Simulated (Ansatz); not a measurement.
One change: `Cc1ccsc1` becomes `Oc1ccsc1`.

Ansatz, PBE0-D4/def2-TZVP geometries, multiplicity 1. Each molecule was computed in one conformer, which needn't be the lowest.

```tsv
property	`Cc1ccsc1`
LUMO energy (PBE/def2-TZVPP) / eV	-1.09
HOMO energy (PBE0/def2-TZVPP) / eV	-6.68
HOMO energy (ωB97M-V/def2-TZVPP) / eV	-8.78
HOMO–LUMO gap (B3LYP/def2-TZVPP) / eV	6.04
LUMO energy (PBE0/def2-TZVPP) / eV	-0.22
ideal-gas entropy at 298 K and 1 bar (rigid rotor, harmonic PBE0-D4/def2-TZVP) / J/(mol·K)	319
```

Question: What does the change do to each property? (An estimate is asked.)

Answer: The calculation gave: 
```json
{"property": "LUMO energy (PBE/def2-TZVPP) / eV", "`Oc1ccsc1`": "-1.12", "shift": "-0.03"}
{"property": "HOMO energy (PBE0/def2-TZVPP) / eV", "`Oc1ccsc1`": "-6.34", "shift": "0.34"}
{"property": "HOMO energy (ωB97M-V/def2-TZVPP) / eV", "`Oc1ccsc1`": "-8.44", "shift": "0.34"}
{"property": "HOMO–LUMO gap (B3LYP/def2-TZVPP) / eV", "`Oc1ccsc1`": "5.66", "shift": "-0.38"}
{"property": "LUMO energy (PBE0/def2-TZVPP) / eV", "`Oc1ccsc1`": "-0.27", "shift": "-0.05"}
{"property": "ideal-gas entropy at 298 K and 1 bar (rigid rotor, harmonic PBE0-D4/def2-TZVP) / J/(mol·K)", "`Oc1ccsc1`": "308", "shift": "-11"}
```

With PBE0 the HOMO rises by 0.34 eV and the LUMO falls by 0.05 eV, so the gap narrows by about 0.39 eV. PBE moves the HOMO by 0.41 eV and ωB97M-V by 0.34 eV. The zero-point energy changes by -60.8 kJ/mol with -6 modes.

B3LYP here is the variant with VWN-RPA as its local correlation; programs differ in this.
